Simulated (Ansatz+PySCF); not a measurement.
Values are calculated unless marked as measured or tabulated.
Input for PySCF 2.14.0:

```python
from pyscf import gto, scf, mp

mol = gto.M(atom="""
C 0.000000 0.000000 -0.300780
C 0.000000 0.000000 -1.473080
H 0.000000 0.000000 -2.535280
C 0.000000 0.000000 1.066150
H 0.000000 -0.930020 1.621490
H 0.000000 0.930020 1.621490
""", basis='cc-pvtz', charge=0, spin=1)
mf = scf.UHF(mol)
mf.kernel()
pt = mp.MP2(mf, frozen=3).run()
print(mf.e_tot, pt.e_corr, pt.e_tot)
```

The script is written out from the run's settings.

The run gave:

- Converged: yes
- Reference energy: -115.29075 hartree
- Correlation energy: -0.42879 hartree
- Total energy: -115.71954 hartree
- Spin squared of the determinant: 0.882

Caution: the unrestricted determinant is spin contaminated.
